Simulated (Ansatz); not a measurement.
`c1cscn1`, 8 atoms. The species carries charge 0 and has multiplicity 1. All runs use 2 threads of a server CPU on a shared host. Correlated methods freeze the cores.

(1) Give the basis size and wall time and peak host memory of each of these runs in Ansatz. RKS B2PLYP (frozen core)/def2-TZVPP energy; RKS B97M-V/def2-TZVPP energy; RKS r2SCANh-D4/def2-TZVPP energy; RKS PBE0-D4/def2-QZVPP energy; RKS PBE0-D4/def2-SVP energy; RKS ωB97M-V/def2-SVP energy; RHF-CCSD(T)/def2-TZVPP energy; RKS PBE0-D4/def2-TZVP relaxation (6 steps); RHF-MP2/def2-QZVPP energy; RKS PBE0-D4/def2-TZVP frequencies; direct RPA on PBE orbitals/def2-TZVPP energy; RKS PBE-D4/def2-TZVPP energy and forces. (An estimate is asked.)

## Answers

(1) The calculation gave: Other jobs shared the machine, so times are rough.

```tsv
level	job	functions	wall time	peak host memory (GiB)
RKS PBE0-D4/def2-SVP	energy	89	1.1 s	0.18
RKS PBE-D4/def2-TZVPP	energy and forces	208	2.6 s	0.26
RKS ωB97M-V/def2-SVP	energy	89	3.4 s	0.25
RKS r2SCANh-D4/def2-TZVPP	energy	208	5 s	0.46
direct RPA on PBE orbitals/def2-TZVPP	energy	208	5.5 s	0.51
RKS B2PLYP (frozen core)/def2-TZVPP	energy	208	6 s	0.49
RKS PBE0-D4/def2-QZVPP	energy	388	7.5 s	1.1
RKS B97M-V/def2-TZVPP	energy	208	9 s	0.32
RHF-MP2/def2-QZVPP	energy	388	20 s	1.9
RKS PBE0-D4/def2-TZVP	relaxation (6 steps)	179	26 s	0.44
RHF-CCSD(T)/def2-TZVPP	energy	208	71 s	2.9
RKS PBE0-D4/def2-TZVP	frequencies	179	2.1 min	0.47
```
